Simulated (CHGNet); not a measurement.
# bcc Rb

Computed with the machine-learned potential CHGNet-r²SCAN (trained on r²SCAN data).

Cell (relaxed at this level):

Space group Im-3m (No. 229); a = b = c = 5.653 Å, α = β = γ = 90.00°

```tsv
atom	site	symmetry	x	y	z
Rb	2a	m-3m	0.0000	0.0000	0.0000
```
(The calculation used a cell of 1 atom; values per cell refer to that cell.)

```
Item                        Result
------------------------  --------
vacancy formation energy  0.022 eV
```

Measured, for comparison: vacancy formation energy 0.3 eV (not corrected to a static lattice, monovacancy; as tabulated in Riffe and Christensen (2024), arXiv:2406.09527). Computed (rounded) less measured: vacancy formation energy -0.28 eV.

A machine-learned potential is trained on density-functional data: it inherits that level's misses and adds fitting errors of its own.

Note: negative: at this level the crystal gains energy by rearranging, so this bulk phase is not the stable one; the model gives imaginary modes for this phase (in the spectrum interpolated from a supercell); the model's elastic tensor is not positive definite here.
